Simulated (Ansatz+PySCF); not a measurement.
Two shapes of singlet C₂H₆O.

Shape 1:

```xyz
9

O     0.0000    0.0000   -0.5779
C     0.0000    1.1610    0.1881
C     0.0000   -1.1610    0.1881
H     0.0000    2.0214   -0.4962
H    -0.8952    1.2329    0.8396
H     0.8952    1.2329    0.8396
H     0.0000   -2.0214   -0.4962
H     0.8952   -1.2329    0.8396
H    -0.8952   -1.2329    0.8396
```

Shape 2:

```xyz
9

O     0.0000    0.0000   -0.6241
C     0.0000    1.2539    0.2031
C     0.0000   -1.2539    0.2031
H     0.0000    2.1831   -0.5359
H    -0.9668    1.3315    0.9068
H     0.9668    1.3315    0.9068
H     0.0000   -2.1831   -0.5359
H     0.9668   -1.3315    0.9068
H    -0.9668   -1.3315    0.9068
```

Basis set: def2-SVP (spherical functions). Frozen core: 3 orbitals. Charge 0, multiplicity 1.

Computed with Ansatz (development build ahead of 0.2.0); each method stands on the lowest determinant of its kind that the runs found.

Question: Which shape is lower in energy, and by how much in each method?

Answer:

| method | E(2) − E(1) (eV) |
| --- | --- |
| UHF | 1.466 |
| RHF-MP2 | 1.113 |
| UHF-MP2 | 1.113 |
| RHF-CCSD | 1.079 |
| RHF-CCSD(T) | 1.017 |

Shape 1 is lower.
